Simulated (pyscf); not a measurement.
PySCF, gas phase, ωB97X-D3(BJ)/def2-SVP geometries.

**Question.** Estimate the classical barrier height and the reaction energy of •HN–GaH₂ (SMILES [NH][GaH2]) + CH₄ (SMILES C) → H₂N–GaH₂ (SMILES [NH2][GaH2]) + CH₃• (SMILES [CH3]) at ωB97M-D3(BJ)/def2-TZVP. The step runs on the doublet surface, breaks C–H and forms H–N; take the separated reactants as zero.

**Answer.** ΔE‡ = 47.4 kJ/mol, ΔE = -31.6 kJ/mol. Zero-point energy shifts the barrier by -5.2 kJ/mol. It is a hydrogen abstraction, with an imaginary mode of 1642i cm⁻¹. •HN–GaH₂ lies 143.2 kJ/mol over its isomer [H₂N–GaH]•, and others may lie lower still (electronic energy, ωB97M-D3(BJ)). This is the saddle that the search found; another between the same sides may lie lower. The angle at the transferred H is 170°. Elements up to Kr have no core potential and no relativistic terms here.
